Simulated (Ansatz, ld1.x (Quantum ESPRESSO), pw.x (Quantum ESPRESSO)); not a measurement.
**Equation-of-state test of one ultrasoft potential (Li (Z = 3))**

ld1.x (Quantum ESPRESSO) 7.5 input, shortened:

```
&input
   title='Li', zed=3., rel=1, dft='PBE', iswitch=3,
   config='[He] 2s1 2p0 3d-2'
 /
 &inputp
   pseudotype=3, tm=.true., lloc=-2, rcloc=3.90,
   nlcc=.false.,
   which_augfun='PSQ', rmatch_augfun_nc=.true.
 /
5
1S  1  0   2.00   0.00  0.90  1.15  0.0
2S  2  0   1.00   0.00  0.90  1.15  0.0
2P  2  1   0.00   0.00  3.50  4.65  0.0
2P  2  1   0.00   1.85  3.50  4.65  0.0
3D  3  2  -2.00  -0.05  2.75  3.70  0.0
 &test
   configts(1)='1s2 2s1 2p0'
 /
```

Crystal test: bcc Li in pw.x 7.5, no spin, 13³ k-points, Fermi–Dirac smearing 0.01 Ry, cutoffs 85/680 Ry. The reference is all-electron LAPW (Ansatz 0.2.0) with the same functional, mesh and smearing; V0 and B0 come from Birch–Murnaghan fits to the pressures at five volumes. Errors are pseudo minus all-electron; Δ is the rms difference of the E(V) curves that follow from these fits, minima aligned, over ±6 % about the mean V0. Mesh and smearing are coarse, so the numbers serve the comparison and aren't converged zero-temperature values; the lattice is a test structure that the element need not adopt.

All-electron: a0 = 3.436 Å (V0 = 20.29 Å³/atom), B0 = 13.8 GPa.

Question: How far does the potential miss the all-electron equation of state?

Answer: mean pressure error (GPa): +12.36. The pressure does not cross zero within the volumes sampled, so no fit is given. The largest radius (4.65 bohr) exceeds half the bond length (2.82 bohr), so the spheres overlap, which is one possible source of error among others. This is a poor potential for the solid. Atomic configuration tests: test run stopped at test 2 of 4 (negative rho), 1 before it not solved.

```
V (Å³/atom)  P all-electron (GPa)  P pseudo (GPa)
     19.352                  0.71           16.36
     19.862                  0.30           13.90
     20.371                 -0.05           11.95
     20.880                 -0.38           10.38
     21.390                 -0.67            9.12
```

Question: At the middle volume, how do free energy and pressure move when the wave cutoff is lowered (ecutrho held at 680 Ry)?

Answer:

```
cutoff (Ry)  shift of F (meV/atom)  shift of P (GPa)
         38                 +163.4             -2.88
         51                  +42.7             -1.12
         68                   +4.5             -0.26
```

Input at the middle volume:

```
&control
  calculation='scf', prefix='x', pseudo_dir='./', outdir='./tmp', tstress=.true., disk_io='none'
/
&system
  ibrav=0, nat=1, ntyp=1, ecutwfc=85, ecutrho=680, nbnd=8,
  occupations='smearing', smearing='fd', degauss=0.01
/
&electrons
  conv_thr=1e-09, mixing_beta=0.4, electron_maxstep=70
/
ATOMIC_SPECIES
Li 1.0 Li.UPF
CELL_PARAMETERS angstrom
  -1.72048458 1.72048458 1.72048458
  1.72048458 -1.72048458 1.72048458
  1.72048458 1.72048458 -1.72048458
ATOMIC_POSITIONS crystal
Li 0.0000 0.0000 0.0000
K_POINTS automatic
13 13 13 0 0 0
```

```bash
pw.x < Li.scf.in > Li.scf.out
```

Lines of the output:

```
Message from routine setup:
     using ibrav=0 with symmetry is DISCOURAGED, use correct ibrav instead
     lattice parameter (alat)  =       5.6313  a.u.
     unit-cell volume          =     137.4703 (a.u.)^3
     number of electrons       =         3.00
     number of Kohn-Sham states=            8
     kinetic-energy cutoff     =      85.0000  Ry
     charge density cutoff     =     680.0000  Ry
     scf convergence threshold =      1.0E-09
     Exchange-correlation= PBE
     number of k points=    84  Fermi-Dirac smearing, width (Ry)=  0.0100
     iteration #  1     ecut=    85.00 Ry     beta= 0.40
     total energy              =     -14.43087680 Ry
     estimated scf accuracy    <       0.00315112 Ry
     iteration #  2     ecut=    85.00 Ry     beta= 0.40
     total energy              =     -14.43140513 Ry
     estimated scf accuracy    <       0.00120183 Ry
     iteration #  3     ecut=    85.00 Ry     beta= 0.40
     total energy              =     -14.43157801 Ry
     estimated scf accuracy    <       0.00003348 Ry
     iteration #  4     ecut=    85.00 Ry     beta= 0.40
     total energy              =     -14.43160038 Ry
     estimated scf accuracy    <       0.00002562 Ry
     iteration #  5     ecut=    85.00 Ry     beta= 0.40
     total energy              =     -14.43160188 Ry
     estimated scf accuracy    <       0.00001465 Ry
     iteration #  6     ecut=    85.00 Ry     beta= 0.40
     total energy              =     -14.43161521 Ry
     estimated scf accuracy    <       0.00000252 Ry
     iteration #  7     ecut=    85.00 Ry     beta= 0.40
     total energy              =     -14.43161593 Ry
     estimated scf accuracy    <       0.00000019 Ry
     iteration #  8     ecut=    85.00 Ry     beta= 0.40
     total energy              =     -14.43161599 Ry
     estimated scf accuracy    <       0.00000002 Ry
     iteration #  9     ecut=    85.00 Ry     beta= 0.40
     total energy              =     -14.43161599 Ry
     estimated scf accuracy    <       0.00000001 Ry
     iteration # 10     ecut=    85.00 Ry     beta= 0.40
     total energy              =     -14.43161600 Ry
     estimated scf accuracy    <          6.2E-09 Ry
     iteration # 11     ecut=    85.00 Ry     beta= 0.40
     total energy              =     -14.43161600 Ry
     estimated scf accuracy    <          8.2E-09 Ry
     iteration # 12     ecut=    85.00 Ry     beta= 0.40
     the Fermi energy is     1.5675 ev
!    total energy              =     -14.43161600 Ry
     estimated scf accuracy    <          1.5E-10 Ry
     smearing contrib. (-TS)   =      -0.00355111 Ry
     The total energy is F=E-TS. E is the sum of the following terms:
     one-electron contribution =      -9.77525160 Ry
     hartree contribution      =       3.84290412 Ry
     xc contribution           =      -3.45870783 Ry
     ewald contribution        =      -5.03700959 Ry
     convergence has been achieved in  12 iterations
          total   stress  (Ry/bohr**3)                   (kbar)     P=      119.51
     Message from routine punch:
     Nothing written, as per user request (disk_io='none')
```

The run at the middle volume (84 k-points, 12 iterations) took about 29 s on one core of a shared host (Neoverse-V1, 32 threads, 247 GiB, load 24).
